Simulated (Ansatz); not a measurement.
Results of the Gaussian-basis code of Ansatz.

A structure relaxed at PBE0-D4/def2-TZVP, charge 0, multiplicity 1:

```csv
atom,x (Å),y (Å),z (Å)
N1,0.9232,0.2014,-0.9206
C2,-0.0650,-0.1114,-0.2209
C3,-0.4773,0.0941,1.0580
O4,-1.2085,-0.0095,1.9517
H5,0.8275,-0.1746,-1.8683
```

Q: Give its formula and SMILES.

A: C2HNO, `N=C=C=O`.

Q: Point group (tolerance 0.08 Å, 0.16 Å for H)?

A: Cs.

Q: Summarise the bond lengths by kind.

A: 1 × C–N 1.251 Å; 1 × H–N 1.024 Å; 1 × C–C 1.359 Å; 1 × C–O 1.159 Å.
